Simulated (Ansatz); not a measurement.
Worked example: C2H2F2 → C2HF + HF

Species: C2H2F2 `F/C=C/F`, singlet; C2HF (fluoroacetylene) `C#CF`, singlet; HF (hydrogen fluoride), singlet. 

Shapes, held fixed at every level: PBE0-D4/def2-TZVP. Programs: Ansatz 0.2.0. The zero-point and thermal change to 298 K, harmonic and unscaled (PBE0-D4/def2-TZVP), is -11.2 kJ/mol.

At CCSD(T)/CBS estimate; 1 Eh = 2625.50 kJ/mol:

```
species  energy (Eh)
 C2H2F2  -276.836386
   C2HF  -176.383876
     HF  -100.395703
```

Q: Work out ΔH(298 K) of the reaction at this level.

A: 
1. Products less reactants: (-176.383876) + (-100.395703) − [(-276.836386)] = 0.056807 Eh = +149.1 kJ/mol.
2. With the thermal change: +149.1 + (-11.2) = +137.9 kJ/mol.

Other levels give +142.3 (MP2/def2-SVP) to +167.2 kJ/mol (PBE0-D4/def2-TZVPP). No measured value is set beside it here. The CBS estimate extrapolates MP2 from def2-TZVPP and def2-QZVPP and adds CCSD(T) − MP2 in the triple-zeta set, cores frozen.
